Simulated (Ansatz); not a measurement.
Input for Ansatz (development build ahead of 0.2.0):

```yaml
crystal:
  periodic: [false, false, false]
  atoms:
    - { symbol: Cl, position_ang: [0.0, 0.0, 0.0] }
    - { symbol: Si, position_ang: [0.0, 4.081, 3.1314] }
    - { symbol: Si, position_ang: [0.0, -4.081, 3.1314] }
basis:
  gaussian: { orbitals: pcseg-2 }
magnetization:
  initial_magnetization: 3
hamiltonian:
  xc: pbe0
```

The input is written out in the form of the current development build from the run's settings.

The run gave:

- Converged: yes
- Total energy: -1038.49959 hartree
- Spin squared of the determinant: 3.750
- Stability test: minimum among restricted orbitals

Caution: stretched shape with no unrestricted run beside it, a lower state can exist; charge can spread falsely over distant fragments; other spin multiplicities may lie lower.
